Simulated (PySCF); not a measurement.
Compound: fluorothioborine, BFS.
Numbering: `[F:1][B:2]=[S:3]`

Level: wB97X-D/pcSseg-2 in PySCF, non-relativistic, on one gas-phase PBE0-D3(BJ)/def2-TZVP geometry that isn't relaxed in the solvent. The solvent is an IEF-PCM continuum (van der Waals radii × 1.2). Only the electrostatic response of the medium enters.

Gas phase at wB97X-D/pcSseg-2: HOMO -10.24 eV, LUMO 1.51 eV, dipole 1.35 D.

Q: What does the continuum do to the energy, the frontier levels and the dipole at wB97X-D/pcSseg-2 in chloroform?

A: 
```
   solvent      ε  E(solvent) − E(gas) (kcal/mol)  polarisation term (kcal/mol)  distortion of the solute (kcal/mol)  HOMO (eV)  LUMO (eV)  dipole (D)
chloroform  4.711                           -0.96                         -1.10                                 0.14     -10.26       1.56        1.68
```

The first energy column is the sum of the next two and covers electrostatics alone.

Q: Which radius a makes the point-dipole formula ΔE = −[(ε − 1)/(2ε + 1)]·μ²/a³ give the value in chloroform, with the gas-phase dipole?

A: μ = 0.533 au and |ΔE| = 0.00153 Eh give a = 2.14 Å; the farthest nucleus lies 1.50 Å from the centroid of the nuclei. The formula assumes a rigid point dipole at the centre of a sphere.

wB97X-D is run here without its empirical dispersion term; that term would change no orbital, density or response property at a fixed geometry.
